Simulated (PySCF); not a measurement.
Numbering as in the mapped SMILES `[CH2:1]=[CH:2][C:3](=[CH2:4])[CH3:5]`. Hydrogens are named by the atom that carries them. Ha(C4) is cis to C2; Ha(C1) is cis to C3; Hb(C4) is trans to C2; Hb(C1) is trans to C3.

Non-relativistic, single conformer, in vacuum, averaged over atoms made equivalent by symmetry, fast rotation or ring inversion. PBE0-D3(BJ)/def2-TZVP geometry; GIAO PBE0/pcSseg-2 shieldings; PySCF 2.14.

Shifts are taken against calculated references (same method and geometry level): TMS for $^{13}$C and $^{1}$H.

```csv
atoms,nucleus,count,δ (ppm)
C5,$^{13}$C,1,20.6
Hb(C1),$^{1}$H,1,5.39
Ha(C1),$^{1}$H,1,5.48
C1,$^{13}$C,1,?
C3,$^{13}$C,1,156.7
C2,$^{13}$C,1,153.1
Ha(C4),$^{1}$H,1,5.30
C4,$^{13}$C,1,?
H(C5),$^{1}$H,3,?
H(C2),$^{1}$H,1,6.98
Hb(C4),$^{1}$H,1,5.38
```

Question: Estimate the values marked ?.

Answer: 
- C4: 128.4 ppm, terminal =CH2 carbon; an sp2 carbon of a C=C bond
- C1: 123.2 ppm, terminal =CH2 carbon; an sp2 carbon of a C=C bond
- H(C5): 1.94 ppm, hydrogen on an allylic methyl carbon; allylic position

Shifts are as computed. Against solution values, carbons near 30 ppm lie about +3 ppm off and those near 130 ppm about +9 ppm. Of 1211 compounds with measured shifts, 218 miss one by over three times the rms of a fit or turn the order of signals round; such compounds aren't used in these exercises.
